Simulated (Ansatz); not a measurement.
Process, species as SMILES: F[C](F)F → C atom + 3 F atom
B3LYP-D3(BJ)/def2-TZVP geometries, fixed; electronic energies without zero-point terms.

The atomisation energy at CCSD(T) with Ansatz (a first-principles code), in kcal/mol, split into its Hartree-Fock and correlation parts. Cores are frozen. Open shells are unrestricted. No added dispersion term, no relativity. Functions are those of the species that has most.

```json
[
 {"basis": "cc-pVDZ", "X": "2", "functions": "56", "Hartree-Fock": "209.86", "CCSD(T)": "308.20"},
 {"basis": "cc-pVTZ", "X": "3", "functions": "120", "Hartree-Fock": "222.96", "CCSD(T)": "333.27"},
 {"basis": "cc-pVQZ", "X": "4", "functions": "220", "Hartree-Fock": "223.69", "CCSD(T)": "340.07"}
]
```

Worked estimate of the basis-set limit from each neighbouring pair, with Hartree-Fock from the larger set and the correlation part extrapolated as X^-3.
Correlation parts: X = 2: 98.34, X = 3: 110.31, X = 4: 116.38.
- (2,3): (27·(110.31) - 8·(98.34))/19 = 115.35; with Hartree-Fock 222.96 the estimate is 338.31 kcal/mol.
- (3,4): (64·(116.38) - 27·(110.31))/37 = 120.81; with Hartree-Fock 223.69 the estimate is 344.50 kcal/mol.
The last two estimates differ by 6.19 kcal/mol; the largest set lies 4.43 from the last. Over the last step Hartree-Fock moves by 0.73 and the correlation part by 6.07.
